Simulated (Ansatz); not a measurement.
## Worked example: vertical energy of the triplet above the singlet of B2NH5 (SMILES BNB)

B2NH5: 8 atoms, total charge 0, spin state singlet. SMILES: `BNB`. Geometry: relaxed at PBE0-D4/def2-TZVP.

```tsv
atom	x (Å)	y (Å)	z (Å)
B	-0.8282	0.6549	-0.6933
N	0.2600	0.3777	0.1708
B	0.6952	-0.9109	0.5677
H	-1.4494	-0.2614	-1.1401
H	-1.0978	1.7912	-0.9541
H	0.7710	1.1695	0.5365
H	1.6316	-1.0142	1.3056
H	0.1097	-1.8641	0.1509
```

Both states at this one shape; open shells run unrestricted unless said. 1 Eh = 27.2114 eV.

```tsv
level	program	singlet B2NH5 (Eh)	triplet B2NH5 (Eh)
PBE0/aug-cc-pVDZ	Ansatz	-107.364691	-107.156142
r2SCAN0/aug-cc-pVDZ	Ansatz	-107.429151	-107.218539
CAM-B3LYP/aug-cc-pVDZ	Ansatz	-107.446408	-107.225608
CCSD/aug-cc-pVDZ, 3 core orbitals frozen	Ansatz	-107.183831	-106.948530
```

Q: Work out the vertical gap, second state less first, at each level.

A: 
1. PBE0/aug-cc-pVDZ: -107.156142 − (-107.364691) = 0.208549 Eh = 5.67 eV.
2. r2SCAN0/aug-cc-pVDZ: -107.218539 − (-107.429151) = 0.210612 Eh = 5.73 eV.
3. CAM-B3LYP/aug-cc-pVDZ: -107.225608 − (-107.446408) = 0.220800 Eh = 6.01 eV.
4. CCSD/aug-cc-pVDZ: -106.948530 − (-107.183831) = 0.235301 Eh = 6.40 eV.

No measured value is set beside it here; the levels span 5.67 to 6.40 eV.
